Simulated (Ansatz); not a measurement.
# Rb3Fe: from a trial structure to a relaxed crystal

Theory: DFT r2SCAN, scalar-relativistic, plane waves, PAW in Ansatz. Cutoff 500 eV, Γ-centred k mesh, Gaussian smearing, collinear spin, first started from parallel moments.

Rb3Fe was placed on the Cu3Au (L1_2) structure type (Pm-3m, No. 221), with Fe in place of Au, Rb in place of Cu, at a guessed volume.

```yaml
crystal:
  lattice:
    - [5.07841, 0.00000, 0.00000]
    - [0.00000, 5.07841, 0.00000]
    - [0.00000, 0.00000, 5.07841]
  atoms:
    - { symbol: Rb, position: [0.00000, 0.50000, 0.50000] }
    - { symbol: Rb, position: [0.50000, 0.00000, 0.50000] }
    - { symbol: Rb, position: [0.50000, 0.50000, 0.00000] }
    - { symbol: Fe, position: [0.00000, 0.00000, 0.00000] }
```

Steps on the 4×4×4 mesh (4 atoms). 6 of 6 steps are shown, and the free energy counts from the last. Trial steps that were taken back and renewals of the plane-wave basis can be among the rows.

```tsv
step	ΔF (meV/atom)	V (Å³/atom)	P (GPa)
1	354.3	32.74	7.37
2	178.2	37.77	4.19
3	73.6	43.28	2.14
4	20.8	49.31	0.83
5	7.7	54.11	0.12
6	0.0	54.11	0.24
```

Steps on the 8×8×8 mesh (4 atoms). 4 of 4 steps are shown, and the free energy counts from the last.

| step | ΔF (meV/atom) | V (Å³/atom) | P (GPa) |
| --- | --- | --- | --- |
| 1 | 2.2 | 54.11 | 0.26 |
| 2 | 1.6 | 54.57 | 0.21 |
| 3 | 0.4 | 56.73 | 0.02 |
| 4 | 0.0 | 56.73 | 0.02 |

A final relaxation ran on a 8×8×8 mesh. The relaxed crystal, Pm-3m (No. 221):

```cif
data_structure
_symmetry_space_group_name_H-M 'Pm-3m'
_symmetry_Int_Tables_number 221
_cell_length_a 6.0996
_cell_length_b 6.0996
_cell_length_c 6.0996
_cell_angle_alpha 90.000
_cell_angle_beta 90.000
_cell_angle_gamma 90.000
_cell_volume 226.94
loop_
_atom_site_label
_atom_site_type_symbol
_atom_site_symmetry_multiplicity
_atom_site_Wyckoff_symbol
_atom_site_fract_x
_atom_site_fract_y
_atom_site_fract_z
_atom_site_occupancy
Rb1 Rb 3 c 0.00000 0.50000 0.50000 1
Fe1 Fe 1 a 0.00000 0.00000 0.00000 1
```

- Volume per atom: 56.73 Å³
- Density: 2.28 g/cm³
- Energy over the elements: 0.77 eV/atom
- Gap on the 8×8×8 mesh: 0 eV (a metal)
- Net moment per atom: 0.74 μB
- Largest site moment: 3.28 μB

Formation energies are uncorrected and refer to the elements' standard structures at the same level.

The final run used a 8×8×8 mesh on its 4-atom cell and 0.10 eV smearing. For metals, differences of a few meV/atom aren't resolved. The magnetic state reached may not be the lowest.

Symmetry constrained the relaxation, so the result can be a saddle point.

Cost: 3 runs of about 4.2 core-minutes in all, on Intel Xeon 6975P-C (Granite Rapids) (shared hosts).